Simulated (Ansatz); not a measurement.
Ideal-gas functions of `CC(F)(F)Cl` at 298.15 K and 1 bar, from an Ansatz frequency run at PBE0-D4/def2-TZVP.

Molar mass 100.5 g/mol, point group Cs (symmetry number 1), electronic degeneracy 1, moments of inertia 95.884, 156.509, 160.812 u Å². Harmonic wavenumbers (cm⁻¹, unscaled): 247, 303, 334, 434, 434, 548, 688, 916, 981, 1136, 1215, 1248, 1415, 1471, 1473, 3080, 3169, 3186.

Use S(trans) = R[1.5 ln M + 2.5 ln T − 1.1517]; rotational temperatures θ = 24.2544 K / I; S(rot) = R[ln(√π/σ · √(T³/θAθBθC)) + 1.5]; for each mode x = 1.438777 ν̃/T, S = R[x/(eˣ − 1) − ln(1 − e⁻ˣ)] and H = RT x/(eˣ − 1); 1 cm⁻¹ = 0.0119627 kJ/mol; R = 8.31446 J/(mol·K).

Q: By hand: the entropy, in J/(mol·K).

A: Translation 166.4. Rotation: θ = 0.253, 0.155, 0.1508 K, giving 109.6. Vibration, mode by mode: 7.33, 5.86, 5.19, 3.54, 3.54, 2.29, 1.34, 0.55, 0.42, 0.23, 0.16, 0.14, 0.07, 0.06, 0.06, 0.00, 0.00, 0.00, in all 30.8. Electronic 0.0. Sum 306.8 J/(mol·K).

Q: By hand: H − E and G − E in kJ/mol, counted from the electronic energy.

A: Zero-point energy ½ × 22278 × 0.0119627 = 133.3; thermal vibration 6.1; translation, rotation and pV give 4 RT = 9.9. H − E = 149.3 kJ/mol, and G − E = 149.3 − 298.15 × 306.8/1000 = 57.8 kJ/mol.

Vibration gives 10 % of the entropy.
